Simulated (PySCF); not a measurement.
ammonia cation (H3N), SMILES N (connectivity only; charge and spin as stated), charge +1, multiplicity 2. Coordinates come from a PBE-D3(BJ)/def2-TZVPD optimisation. The multiplicity is an assumed one; other spin states were not compared.

The numbers are results of PBE-D3(BJ)/def2-TZVPD run with PySCF 2.14.0, not measurements.

Harmonic wavenumbers (cm⁻¹): 850, 1483, 1483, 3269, 3440, 3440. Rotational constants (GHz): 313.3, 313.3, 156.7; symmetry number 6.

Task: Work out the zero-point energy and the ideal-gas rigid-rotor harmonic-oscillator thermochemistry at 298.15 K and 1 atm.

Result: ZPE = ½ Σ hcν = ½ × 13965 cm⁻¹ = 83.53 kJ/mol. H − E(el) = 93.64 kJ/mol. Entropy in J/(mol K): translation 144.10, rotation 42.47, vibration 0.82, spin 5.76, total 193.15. G − E(el) = 36.05 kJ/mol. Cp = 36.32 J/(mol K).
